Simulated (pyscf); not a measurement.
Thermochemistry of product channels of H₂P–GeH₃ (SMILES [PH2][GeH3]) + H• (SMILES [H]) on the doublet surface, in kcal/mol, from ωB97M-D3(BJ)/def2-TZVP energies (ideal gas, 1 atm, RRHO with modes under 100 cm⁻¹ raised to 100, one conformer, R ln 2 for chiral ones without a mode under 150 cm⁻¹). Single points on ωB97X-D3(BJ)/def2-SVP structures (PySCF, gas phase).

```tsv
products	ΔE	ΔH(298 K)	ΔG(298 K)	ΔG(900 K)
H₂P–GeH₂• (SMILES [PH2][GeH2]) + H₂ (SMILES [H][H])	-22.7	-21.7	-23.0	?
•HP–GeH₃ (SMILES [PH][GeH3]) + H₂ (SMILES [H][H])	?	-20.5	-21.8	-24.4
```

Fill in the missing entries.


- H₂P–GeH₂• (SMILES [PH2][GeH2]) + H₂ (SMILES [H][H]), ΔG(900 K): -25.5
- •HP–GeH₃ (SMILES [PH][GeH3]) + H₂ (SMILES [H][H]), ΔE: -21.1

These are energies of the channels, which say nothing of barriers. Elements up to Kr have no core potential and no relativistic terms here.
